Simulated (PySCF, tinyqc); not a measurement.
Inside a calculation (part 1 of 2). Method: RKS/BP86 in the sto-6g basis, for OH-, spin multiplicity 1. The basis has no diffuse functions, so it cannot describe the extra electron: this is an exercise in the method, not the real anion. The lowest restricted solution is unstable here: a spin-polarised one lies 0.0001 hartree lower (PySCF). Computed by tinyqc, a small Python program that keeps every step (integrals from PySCF). Settings: charge = -1, multiplicity = 1, basis = sto-6g, energy threshold = 1e-09, iteration cap = 75, orthogonalisation = canonical, start = Wolfsberg-Helmholz matrix, DIIS depth = 3, shift = 1.0, method = RKS, functional = b88,p86, grid = [10, 86]. Command: `OMP_NUM_THREADS=1 python tinyqc.py 26265 26266 out.jsonl` (the two numbers bound the seeds that draw the settings). One thread of a shared host (Intel(R) Xeon(R) Processor @ 2.60GHz), about 0.8 s of CPU time with the checks. Later iterations appear only in the table of the cycle.

## One-electron integrals

Geometry (angstrom):
```
atom        x        y        z
O     0.00000  0.00000  0.00000
H     0.00000  0.00000  1.48600
```

Basis sto-6g: exponents (1/bohr^2) and contraction coefficients of normalised primitives:
```
element  l (shell)    exponent  coefficient
O            s (1)  1355.58423      0.00916
O            s (1)   248.54489      0.04936
O            s (1)    69.53390      0.16854
O            s (1)    23.88677      0.37056
O            s (1)     9.27593      0.41649
O            s (1)     3.82034      0.13033
O            s (2)    52.18776     -0.01325
O            s (2)    10.32932     -0.04699
O            s (2)     3.21034     -0.03379
O            s (2)     1.23514      0.25024
O            s (2)     0.53642      0.59512
O            s (2)     0.24588      0.24071
O            p (3)    52.18776      0.00376
O            p (3)    10.32932      0.03768
O            p (3)     3.21034      0.17390
O            p (3)     1.23514      0.41804
O            p (3)     0.53642      0.42586
O            p (3)     0.24588      0.10171
H            s (1)    35.52322      0.00916
H            s (1)     6.51314      0.04936
H            s (1)     1.82214      0.16854
H            s (1)     0.62596      0.37056
H            s (1)     0.24308      0.41649
H            s (1)     0.10011      0.13033
```

Overlap, kinetic and nuclear-attraction integrals over the contracted functions; the nuclear repulsion is the sum of Za Zb / Rab.

nuclear repulsion = 2.8488679 hartree

overlap S, lower triangle:
```
          1O 1s    1O 2s   1O 2px   1O 2py   1O 2pz    2H 1s
1O 1s   1.00000
1O 2s   0.23114  1.00000
1O 2px  0.00000  0.00000  1.00000
1O 2py  0.00000  0.00000  0.00000  1.00000
1O 2pz  0.00000  0.00000  0.00000  0.00000  1.00000
2H 1s   0.01633  0.20695  0.00000  0.00000  0.20170  1.00000
```

kinetic energy T (hartree), lower triangle:
```
           1O 1s     1O 2s   1O 2px   1O 2py   1O 2pz    2H 1s
1O 1s   29.32720
1O 2s   -0.89602   0.84262
1O 2px   0.00000   0.00000  2.53131
1O 2py   0.00000   0.00000  0.00000  2.53131
1O 2pz   0.00000   0.00000  0.00000  0.00000  2.53131
2H 1s   -0.00510  -0.00512  0.00000  0.00000  0.03989  0.76852
```

nuclear attraction V (hartree), lower triangle:
```
            1O 1s     1O 2s    1O 2px    1O 2py    1O 2pz     2H 1s
1O 1s   -61.61442
1O 2s    -6.23359  -9.35629
1O 2px    0.00000   0.00000  -9.34268
1O 2py    0.00000   0.00000   0.00000  -9.34268
1O 2pz   -0.00681  -0.08108   0.00000   0.00000  -9.38233
2H 1s    -0.50206  -1.33348   0.00000   0.00000  -1.13591  -4.07636
```

core Hamiltonian H = T + V (hartree), lower triangle:
```
            1O 1s     1O 2s    1O 2px    1O 2py    1O 2pz     2H 1s
1O 1s   -32.28723
1O 2s    -7.12962  -8.51367
1O 2px    0.00000   0.00000  -6.81137
1O 2py    0.00000   0.00000   0.00000  -6.81137
1O 2pz   -0.00681  -0.08108   0.00000   0.00000  -6.85102
2H 1s    -0.50716  -1.33860   0.00000   0.00000  -1.09602  -3.30784
```

## Two-electron integrals

Functions are numbered as in S; the eight-fold symmetry (ij|kl) = (ji|kl) = (kl|ij) leaves the list below.

Two-electron integrals (ij|kl) in chemists' order, unique and non-zero (hartree):
```
(11|11) 4.78749   (21|11) 0.67588   (21|21) 0.12150   (22|11) 1.11738
(22|21) 0.24921   (22|22) 0.81738   (31|31) 0.02576   (32|31) 0.03914
(32|32) 0.18066   (33|11) 1.11738   (33|21) 0.24921   (33|22) 0.81738
(33|33) 0.88066   (41|41) 0.02576   (42|41) 0.03914   (42|42) 0.18066
(43|43) 0.04746   (44|11) 1.11738   (44|21) 0.24921   (44|22) 0.81738
(44|33) 0.78574   (44|44) 0.88066   (51|51) 0.02576   (52|51) 0.03914
(52|52) 0.18066   (53|53) 0.04746   (54|54) 0.04746   (55|11) 1.11738
(55|21) 0.24921   (55|22) 0.81738   (55|33) 0.78574   (55|44) 0.78574
(55|55) 0.88066   (61|11) 0.05063   (61|21) 0.00874   (61|22) 0.01758
(61|33) 0.01755   (61|44) 0.01755   (61|51) 0.00043   (61|52) 0.00085
(61|55) 0.01765   (61|61) 0.00064   (62|11) 0.15052   (62|21) 0.03417
(62|22) 0.12775   (62|33) 0.12553   (62|44) 0.12553   (62|51) 0.00274
(62|52) 0.02190   (62|55) 0.13221   (62|61) 0.00248   (62|62) 0.02742
(63|31) 0.00341   (63|32) 0.02039   (63|53) 0.00431   (63|63) 0.00344
(64|41) 0.00341   (64|42) 0.02039   (64|54) 0.00431   (64|64) 0.00344
(65|11) 0.12223   (65|21) 0.02809   (65|22) 0.11173   (65|33) 0.10714
(65|44) 0.10714   (65|51) 0.00525   (65|52) 0.03744   (65|55) 0.12092
(65|61) 0.00211   (65|62) 0.02908   (65|65) 0.03381   (66|11) 0.35454
(66|21) 0.08190   (66|22) 0.35135   (66|33) 0.34056   (66|44) 0.34056
(66|51) 0.00658   (66|52) 0.07500   (66|55) 0.37293   (66|61) 0.00596
(66|62) 0.10639   (66|65) 0.12770   (66|66) 0.77500
```

## Orthogonalisation

S = U s U^T; canonical form X = U s^(-1/2), so that X^T S X = 1. Each column of U has its largest component positive (the first on a tie).

eigenvalues of S: 0.66325  0.85663  1.00000  1.00000  1.12779  1.35232

X:
```
               1         2         3        4         5        6
1O 1s   -0.49511   0.63669   0.00000  0.00000  -0.51880  0.37147
1O 2s    0.77086  -0.36239   0.00000  0.00000  -0.31406  0.53158
1O 2px   0.00000   0.00000  -0.07166  0.99743   0.00000  0.00000
1O 2py   0.00000   0.00000   0.99743  0.07166   0.00000  0.00000
1O 2pz   0.42008   0.64729   0.00000  0.00000   0.60850  0.28057
2H 1s   -0.70134  -0.46008   0.00000  0.00000   0.38552  0.49009
```

Within a degenerate level the vectors are fixed only up to a rotation; this is one choice.

## Starting guess

The start is the generalised Wolfsberg-Helmholz matrix (K = 1.75) built on H; D = 2 C_occ C_occ^T.

D at the start, lower triangle:
```
           1O 1s     1O 2s   1O 2px   1O 2py   1O 2pz    2H 1s
1O 1s    2.10218
1O 2s   -0.44286   1.92879
1O 2px   0.00000   0.00000  2.00000
1O 2py   0.00000   0.00000  0.00000  2.00000
1O 2pz   0.03416  -0.13281  0.00000  0.00000  1.90729
2H 1s   -0.09388   0.30701  0.00000  0.00000  0.17900  0.07025
```

## Iteration 1: exchange-correlation on the grid

Becke grid with 10 radial and 86 angular points per atom, points of zero weight dropped. rho = sum D_ij phi_i phi_j; V_xc,ij = sum w v_xc phi_i phi_j plus the gradient terms; v_xc is d(rho eps)/d rho at fixed gradient.

The 16 grid points with the largest w rho, of 1715 (bohr, atomic units):
```
x                y         z        w      rho  |grad rho|^2    eps_xc      v_xc
0.68745    0.68745  -0.68745  0.13626  0.33107       0.86142  -0.59431  -0.72299
-0.68745  -0.68745  -0.68745  0.13626  0.33107       0.86142  -0.59431  -0.72299
0.68745   -0.68745  -0.68745  0.13626  0.33107       0.86142  -0.59431  -0.72299
-0.68745   0.68745  -0.68745  0.13626  0.33107       0.86142  -0.59431  -0.72299
0.22512   -0.82676  -0.82676  0.13549  0.33140       0.86336  -0.59449  -0.72323
-0.22512  -0.82676  -0.82676  0.13549  0.33140       0.86336  -0.59449  -0.72323
-0.22512   0.82676  -0.82676  0.13549  0.33140       0.86336  -0.59449  -0.72323
0.22512    0.82676  -0.82676  0.13549  0.33140       0.86336  -0.59449  -0.72323
-0.82676  -0.22512  -0.82676  0.13549  0.33140       0.86336  -0.59449  -0.72323
-0.82676   0.22512  -0.82676  0.13549  0.33140       0.86336  -0.59449  -0.72323
0.82676   -0.22512  -0.82676  0.13549  0.33140       0.86336  -0.59449  -0.72323
0.82676    0.22512  -0.82676  0.13549  0.33140       0.86336  -0.59449  -0.72323
0.00000   -0.44561  -1.10417  0.13476  0.33125       0.86272  -0.59441  -0.72312
-0.44561   0.00000  -1.10417  0.13476  0.33125       0.86272  -0.59441  -0.72312
0.00000    0.44561  -1.10417  0.13476  0.33125       0.86272  -0.59441  -0.72312
0.44561    0.00000  -1.10417  0.13476  0.33125       0.86272  -0.59441  -0.72312
```

electrons on the grid, sum of w rho = 9.99768

E_xc = sum of w rho eps_xc = -10.0550025 hartree

V_xc (hartree), lower triangle:
```
           1O 1s     1O 2s    1O 2px    1O 2py    1O 2pz     2H 1s
1O 1s   -3.14279
1O 2s   -0.38223  -0.83610
1O 2px   0.00000   0.00000  -0.83488
1O 2py   0.00000   0.00000   0.00000  -0.83488
1O 2pz   0.00091   0.00330   0.00000   0.00000  -0.83607
2H 1s   -0.02986  -0.11374   0.00000   0.00000  -0.09387  -0.26983
```

## Iteration 1: building the Kohn-Sham matrix

J_ij = sum D_kl (ij|kl); F = H + J + V_xc; E = tr D H + tr D J / 2 + E_xc + E_nn.

Coulomb J (hartree), lower triangle:
```
           1O 1s     1O 2s   1O 2px   1O 2py   1O 2pz    2H 1s
1O 1s   18.37300
1O 2s    3.30122   8.67310
1O 2px   0.00000   0.00000  8.67227
1O 2py   0.00000   0.00000  0.00000  8.67227
1O 2pz  -0.00469  -0.01335  0.00000  0.00000  8.67476
2H 1s    0.23885   1.31545  0.00000  0.00000  1.13572  3.56885
```

Kohn-Sham matrix F (hartree), lower triangle:
```
            1O 1s     1O 2s   1O 2px   1O 2py    1O 2pz     2H 1s
1O 1s   -17.05702
1O 2s    -4.21063  -0.67667
1O 2px    0.00000   0.00000  1.02602
1O 2py    0.00000   0.00000  0.00000  1.02602
1O 2pz   -0.01059  -0.09114  0.00000  0.00000   0.98767
2H 1s    -0.29817  -0.13690  0.00000  0.00000  -0.05417  -0.00881
```

total energy of this density = -74.2859077 hartree

## Iteration 1: diagonalisation and new density

A level shift of 1 hartree raises the virtual space: F + shift (S - S D(s) S), with D(s) the density of one spin (D/2). Diagonalise F' = X^T F X, C = X C', fill 5 alpha and 5 beta electrons from the bottom; D = 2 C_occ C_occ^T. Each column has its largest component positive (the first on a tie).

F' = X^T F X (hartree), lower triangle:
```
          1         2        3        4         5         6
1  -0.66993
2   3.41394  -4.28408
3   0.00000   0.00000  1.02602
4   0.00000   0.00000  0.00000  1.02602
5  -3.32204   5.75859  0.00000  0.00000  -5.39030
6   2.72723  -4.74006  0.00000  0.00000   5.31129  -4.24305
```

orbital energies (hartree): MO1 -17.06144, MO2 0.24863, MO3 0.82443, MO4 1.02602, MO5 1.02602, MO6 1.40101

coefficients C:
```
             MO1       MO2       MO3      MO4       MO5       MO6
1O 1s    0.99602  -0.20507   0.13499  0.00000   0.00000   0.07294
1O 2s    0.01685   0.80122  -0.58466  0.00000   0.00000  -0.35030
1O 2px   0.00000   0.00000   0.00000  0.00877   0.99996   0.00000
1O 2py   0.00000   0.00000   0.00000  0.99996  -0.00877   0.00000
1O 2pz   0.00121   0.18777   0.64027  0.00000   0.00000  -0.77410
2H 1s   -0.00274   0.42961   0.50597  0.00000   0.00000   0.80733
```

D after iteration 1, lower triangle:
```
           1O 1s     1O 2s   1O 2px   1O 2py   1O 2pz    2H 1s
1O 1s    2.10467
1O 2s   -0.45289   1.96812
1O 2px   0.00000   0.00000  2.00000
1O 2py   0.00000   0.00000  0.00000  2.00000
1O 2pz   0.09826  -0.44775  0.00000  0.00000  0.89041
2H 1s   -0.04506   0.09668  0.00000  0.00000  0.80925  0.88117
```

Within a degenerate level the vectors are fixed only up to a rotation; this is one choice.

## Iteration 2: exchange-correlation on the grid

As before.

The 16 grid points with the largest w rho, of 1715 (bohr, atomic units):
```
x                y         z        w      rho  |grad rho|^2    eps_xc      v_xc
-0.82676   0.82676  -0.22512  0.13549  0.33150       0.86492  -0.59456  -0.72327
0.82676    0.82676  -0.22512  0.13549  0.33150       0.86492  -0.59456  -0.72327
0.82676   -0.82676  -0.22512  0.13549  0.33150       0.86492  -0.59456  -0.72327
-0.82676  -0.82676  -0.22512  0.13549  0.33150       0.86492  -0.59456  -0.72327
-1.10417   0.00000  -0.44561  0.13476  0.32802       0.84899  -0.59280  -0.72069
1.10417    0.00000  -0.44561  0.13476  0.32802       0.84899  -0.59280  -0.72069
0.00000    1.10417  -0.44561  0.13476  0.32802       0.84899  -0.59280  -0.72069
0.00000   -1.10417  -0.44561  0.13476  0.32802       0.84899  -0.59280  -0.72069
-0.44561   1.10417   0.00000  0.13474  0.32614       0.83610  -0.59173  -0.71942
0.44561    1.10417   0.00000  0.13474  0.32614       0.83610  -0.59173  -0.71942
-1.10417   0.44561   0.00000  0.13474  0.32614       0.83610  -0.59173  -0.71942
1.10417    0.44561   0.00000  0.13474  0.32614       0.83610  -0.59173  -0.71942
1.10417   -0.44561   0.00000  0.13474  0.32614       0.83610  -0.59173  -0.71942
-1.10417  -0.44561   0.00000  0.13474  0.32614       0.83610  -0.59173  -0.71942
0.44561   -1.10417   0.00000  0.13474  0.32614       0.83610  -0.59173  -0.71942
-0.44561  -1.10417   0.00000  0.13474  0.32614       0.83610  -0.59173  -0.71942
```

electrons on the grid, sum of w rho = 9.99798

E_xc = sum of w rho eps_xc = -9.6586182 hartree

V_xc (hartree), lower triangle:
```
           1O 1s     1O 2s    1O 2px    1O 2py    1O 2pz     2H 1s
1O 1s   -3.13529
1O 2s   -0.37502  -0.80507
1O 2px   0.00000   0.00000  -0.81830
1O 2py   0.00000   0.00000   0.00000  -0.81830
1O 2pz   0.00405   0.01982   0.00000   0.00000  -0.77615
2H 1s   -0.02926  -0.11703   0.00000   0.00000  -0.10131  -0.44704
```

## Iteration 2: building the Kohn-Sham matrix

As before.

Coulomb J (hartree), lower triangle:
```
           1O 1s     1O 2s   1O 2px   1O 2py   1O 2pz    2H 1s
1O 1s   17.66225
1O 2s    3.14515   8.24558
1O 2px   0.00000   0.00000  8.26332
1O 2py   0.00000   0.00000  0.00000  8.26332
1O 2pz  -0.01520  -0.02324  0.00000  0.00000  8.21011
2H 1s    0.22757   1.28392  0.00000  0.00000  1.12812  3.90154
```

Kohn-Sham matrix F (hartree), lower triangle:
```
            1O 1s     1O 2s   1O 2px   1O 2py    1O 2pz    2H 1s
1O 1s   -17.76027
1O 2s    -4.35949  -1.07316
1O 2px    0.00000   0.00000  0.63365
1O 2py    0.00000   0.00000  0.00000  0.63365
1O 2pz   -0.01796  -0.08450  0.00000  0.00000   0.58293
2H 1s    -0.30885  -0.17171  0.00000  0.00000  -0.06921  0.14667
```

total energy of this density = -75.0251251 hartree

## Iteration 2: DIIS over 2 matrices

error matrix X^T (FDS - SDF) X:
```
          1         2        3        4         5        6
1   0.00000   0.21170  0.00000  0.00000   0.25300  0.08411
2  -0.21170   0.00000  0.00000  0.00000   0.16442  0.07039
3   0.00000   0.00000  0.00000  0.00000   0.00000  0.00000
4   0.00000   0.00000  0.00000  0.00000   0.00000  0.00000
5  -0.25300  -0.16442  0.00000  0.00000   0.00000  0.01880
6  -0.08411  -0.07039  0.00000  0.00000  -0.01880  0.00000
```

B (overlaps of the stored error matrices):
```
               1              2
1  1.0068169e+00  3.8198477e-01
2  3.8198477e-01  2.9648371e-01
```

Minimise |sum c_i e_i|^2 with sum c_i = 1: solve [B -1; -1 0][c; lambda] = [0; -1] with B_ij = tr e_i^T e_j, and take F = sum c_i F_i.

DIIS coefficients: -0.15853  1.15853

extrapolated F (hartree), lower triangle:
```
            1O 1s     1O 2s   1O 2px   1O 2py    1O 2pz    2H 1s
1O 1s   -17.87176
1O 2s    -4.38309  -1.13602
1O 2px    0.00000   0.00000  0.57145
1O 2py    0.00000   0.00000  0.00000  0.57145
1O 2pz   -0.01913  -0.08344  0.00000  0.00000   0.51877
2H 1s    -0.31054  -0.17723  0.00000  0.00000  -0.07159  0.17132
```

## Iteration 2: diagonalisation and new density

As before.

F' = X^T F X (hartree), lower triangle:
```
          1         2        3        4         5         6
1  -0.93158
2   3.78965  -4.57015
3   0.00000   0.00000  0.57145
4   0.00000   0.00000  0.00000  0.57145
5  -3.22414   5.94488  0.00000  0.00000  -5.94581
6   2.81911  -4.87224  0.00000  0.00000   5.44752  -4.68943
```

orbital energies (hartree): MO1 -17.87564, MO2 -0.10168, MO3 0.29773, MO4 0.57145, MO5 0.57145, MO6 1.54262

coefficients C:
```
             MO1       MO2       MO3       MO4      MO5       MO6
1O 1s    0.99636  -0.22323   0.11061   0.00000  0.00000  -0.05346
1O 2s    0.01545   0.88594  -0.50044   0.00000  0.00000   0.26685
1O 2px   0.00000   0.00000   0.00000  -0.11401  0.99348   0.00000
1O 2py   0.00000   0.00000   0.00000   0.99348  0.11401   0.00000
1O 2pz   0.00156   0.11379   0.55911   0.00000  0.00000   0.84787
2H 1s   -0.00230   0.33105   0.66013   0.00000  0.00000  -0.73959
```

D after iteration 2, lower triangle:
```
           1O 1s     1O 2s   1O 2px   1O 2py   1O 2pz    2H 1s
1O 1s    2.10959
1O 2s   -0.47546   2.07112
1O 2px   0.00000   0.00000  2.00000
1O 2py   0.00000   0.00000  0.00000  2.00000
1O 2pz   0.07598  -0.35793  0.00000  0.00000  0.65110
2H 1s   -0.00636  -0.07421  0.00000  0.00000  0.81350  1.09074
```

Within a degenerate level the vectors are fixed only up to a rotation; this is one choice.

## Iteration 39 (converged): orbitals

converged F (hartree), lower triangle:
```
            1O 1s     1O 2s   1O 2px   1O 2py    1O 2pz    2H 1s
1O 1s   -17.99403
1O 2s    -4.40997  -1.21341
1O 2px    0.00000   0.00000  0.49590
1O 2py    0.00000   0.00000  0.00000  0.49590
1O 2pz   -0.00649  -0.01738  0.00000  0.00000   0.43767
2H 1s    -0.31217  -0.17483  0.00000  0.00000  -0.05890  0.26924
```

Diagonalise F' = X^T F X, C = X C', fill 5 alpha and 5 beta electrons from the bottom; D = 2 C_occ C_occ^T. Each column has its largest component positive (the first on a tie).

F' = X^T F X (hartree), lower triangle:
```
          1         2        3        4         5         6
1  -1.55772
2   3.37980  -5.01578
3   0.00000   0.00000  0.49590
4   0.00000   0.00000  0.00000  0.49590
5  -3.34263   5.83978  0.00000  0.00000  -6.04756
6   2.81704  -4.89039  0.00000  0.00000   5.52383  -4.69585
```

orbital energies (hartree): MO1 -17.99783, MO2 -0.15207, MO3 0.26826, MO4 0.49590, MO5 0.49590, MO6 0.56473

coefficients C:
```
             MO1       MO2       MO3      MO4       MO5       MO6
1O 1s    0.99640  -0.24306   0.06673  0.00000   0.00000  -0.03631
1O 2s    0.01528   0.98010  -0.32843  0.00000   0.00000   0.19510
1O 2px   0.00000   0.00000   0.00000  0.04259   0.99909   0.00000
1O 2py   0.00000   0.00000   0.00000  0.99909  -0.04259   0.00000
1O 2pz   0.00078   0.03373   0.48932  0.00000   0.00000   0.89659
2H 1s   -0.00213   0.15711   0.78021  0.00000   0.00000  -0.67746
```

D after iteration 39, lower triangle:
```
           1O 1s     1O 2s   1O 2px   1O 2py   1O 2pz    2H 1s
1O 1s    2.11267
1O 2s   -0.48982   2.13741
1O 2px   0.00000   0.00000  2.00000
1O 2py   0.00000   0.00000  0.00000  2.00000
1O 2pz   0.05045  -0.25527  0.00000  0.00000  0.48114
2H 1s    0.02351  -0.20459  0.00000  0.00000  0.77414  1.26685
```

Within a degenerate level the vectors are fixed only up to a rotation; this is one choice.
